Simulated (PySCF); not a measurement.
System (SMILES): ClB(Cl)Cl.
Geometry (B3LYP-D3(BJ)/def2-TZVP, fixed):
```xyz
4

B      0.0000     0.0000     0.0000
Cl     0.0051     1.7450    -0.0247
Cl     1.5085    -0.8773    -0.0189
Cl    -1.5136    -0.8677     0.0437
```
Charge 0, spin multiplicity 1.

Basis-set convergence of the mean static polarisability at PBE0 with PySCF. All functions are spherical. Density fitting with generated auxiliary sets. No added dispersion term, no relativity. Reference: the value in aug-pcseg-2, 55.67 bohr³, itself unsure by roughly 0.1 % (its distance from aug-cc-pV(T+d)Z). Deviations are taken from unrounded values. Cost is core time over that of pcseg-1, rough, on shared machines of one kind; a dash marks a row that isn't timed (too short, read off another run, short of memory, by another algorithm or on other hardware).

```tsv
basis	functions	mean static polarisability (bohr³)	minus reference (%)	cost
6-31G	48	36.59	-34.3	-
pcseg-0	48	31.09	-44.2	-
pcseg-1	68	42.09	-24.4	1×
cc-pV(D+d)Z	83	40.11	-27.9	1×
6-31+G*	84	45.73	-17.9	-
def2-SVPD	101	54.99	-1.2	2×
aug-pcseg-1	104	55.19	-0.9	2×
6-311+G**	112	46.05	-17.3	2×
aug-cc-pV(D+d)Z	119	54.56	-2.0	2×
def2-TZVP	142	48.67	-12.6	4×
def2-TZVPP	157	48.77	-12.4	5×
def2-TZVPD	175	55.83	0.3	7×
jun-cc-pV(T+d)Z	183	55.71	0.1	7×
aug-pcseg-2	196	55.67	0.0	6×
aug-cc-pV(T+d)Z	211	55.75	0.1	8×
cc-pV(Q+d)Z	247	52.71	-5.3	10×
pcseg-3	252	52.59	-5.5	10×
def2-QZVPP	267	53.15	-4.5	10×
```
